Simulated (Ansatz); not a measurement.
# H2MgN: the cost of one run

Method: def2-QZVPP, core rule «outside noble gas», up to 6 orbitals frozen; program: Ansatz 0.2.0, Gaussian basis.

To be run: UHF; ROHF; CCSD(T) on UHF.

2 further runs of the same task are left out: 2 set aside as unsound or not needed.

## (1) The geometry

The geometry is a PBE0/def2-TZVP stationary point (not a proven minimum) of the parent state, kept for this charge and spin.

4 atoms, charge 1, spin multiplicity 3.

Atoms are counted from 1 here; the program's logs count them from 0.

Bond lengths: N1–Mg2 1.870 Å, N1–H3 1.009 Å, Mg2–H4 1.693 Å. Angles: Mg2–N1–H3 180.0°, N1–Mg2–H4 180.0°.

## (2) UHF

File in.yaml:

```yaml
crystal:
  periodic: [false, false, false]
  atoms:
    - {symbol: N, position_ang: [0.000000, 0.000000, 1.105875]}
    - {symbol: Mg, position_ang: [0.000000, 0.000000, -0.763925]}
    - {symbol: H, position_ang: [0.000000, 0.000000, 2.114975]}
    - {symbol: H, position_ang: [0.000000, 0.000000, -2.456925]}
basis:
  gaussian: {orbitals: "def2-QZVPP.json"}
total_charge: 1
magnetization: {spin_polarized: true, initial_magnetization: 2}
hamiltonian: {xc: hf}
output: {orbitals: {seedname: orbitals}}
```

Launch:

```bash
> ansatz run in.yaml --threads 1 --pin off --events-out ev --progress --plain --max-ram 2393MiB
```

Q: Estimate wall time and peak memory on 1 thread of Arm Neoverse V1, shared host.

About 12 s, with a peak of 0.38 GiB.
